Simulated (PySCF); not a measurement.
Ethylenediamine, C₂H₈N₂, SMILES NCCN, point group C2h.

Force field and properties: PBE0/pcSseg-1 (PySCF, grid level 2). Vibrational terms come from second-order perturbation theory with semi-diagonal cubic constants, by steps of ±0.6 along the normal coordinates of each isotopologue. The parent has the commonest isotopes.

Equilibrium geometry (Å):

```json
{"atom": "N1", "x": "1.9061", "y": "-0.1562", "z": "-0.1454"}
{"atom": "C2", "x": "0.5125", "y": "-0.1692", "z": "-0.5517"}
{"atom": "C3", "x": "-0.5117", "y": "0.1687", "z": "0.5344"}
{"atom": "N4", "x": "-1.9053", "y": "0.1558", "z": "0.1280"}
{"atom": "H5", "x": "2.0590", "y": "-0.8140", "z": "0.6152"}
{"atom": "H6", "x": "2.1610", "y": "0.7596", "z": "0.2163"}
{"atom": "H7", "x": "0.2844", "y": "-1.1632", "z": "-0.9636"}
{"atom": "H8", "x": "0.3926", "y": "0.5335", "z": "-1.3893"}
{"atom": "H9", "x": "-0.2836", "y": "1.1627", "z": "0.9463"}
{"atom": "H10", "x": "-0.3918", "y": "-0.5340", "z": "1.3719"}
{"atom": "H11", "x": "-2.0582", "y": "0.8136", "z": "-0.6326"}
{"atom": "H12", "x": "-2.1602", "y": "-0.7601", "z": "-0.2337"}
```

Problem. Give the equilibrium and ground-state rotational constants (MHz) of parent; ²H at 7.

Solution. 
```
species     Ae      Be      Ce     A0      B0      C0  Δ0 (u Å²)  harmonic ZPE (cm⁻¹)
 parent  26504  3758.7  3559.1  26226  3723.7  3525.6    -11.643                24380
²H at 7  23895  3734.4  3517.4  23654  3699.9  3484.4    -12.918                23649
```

Δ0 = Ic − Ia − Ib from the ground-state constants.

Problem. How is the parent's vibrational correction B0 − Be made up?

Solution. 
```
axis  harmonic  Coriolis  cubic  total (MHz)
   a      58.3      -183   -153         -278
   b       3.6     -3.12  -35.5          -35
   c      2.63     -2.33  -33.8        -33.5
```

Problem. And its quartic centrifugal distortion constants from the harmonic force field?

Solution. Asymmetric top, A reduction, Ir representation: ΔJ = 0.81 kHz, ΔJK = -2.18 kHz, ΔK = 57.2 kHz, δJ = 0.0623 kHz, δK = -0.281 kHz.

A mode lies under 250 cm⁻¹, where this perturbation treatment is rough. Internal rotors are held in one well.
